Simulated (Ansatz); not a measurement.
A calculation with Ansatz (development build ahead of 0.2.0).

```yaml
crystal:
  periodic: [false, false, false]
  atoms:
    - { symbol: C, position_ang: [0.0, -0.05613, -0.63516] }
    - { symbol: C, position_ang: [0.0, -0.04896, 0.78079] }
    - { symbol: H, position_ang: [0.0, 0.74232, 1.65304] }
    - { symbol: H, position_ang: [0.0, -1.06382, -1.25922] }
    - { symbol: H, position_ang: [0.0, 0.95206, -1.2676] }
basis:
  gaussian: { orbitals: cc-pVTZ }
magnetization:
  spin_polarized: true
  initial_magnetization: 1
hamiltonian:
  xc: hf
correlation:
  method: mp2
  frozen_orbitals: { C: 1, H: 0 }
```

The input is written out in the form of the current development build from the run's settings.

Results

```
Converged                       : yes
Reference energy                : -77.39128 hartree
Correlation energy              : -0.27622 hartree
Total energy                    : -77.66750 hartree
Spin squared of the determinant : 1.182
```

Caution: the unrestricted determinant is spin contaminated.
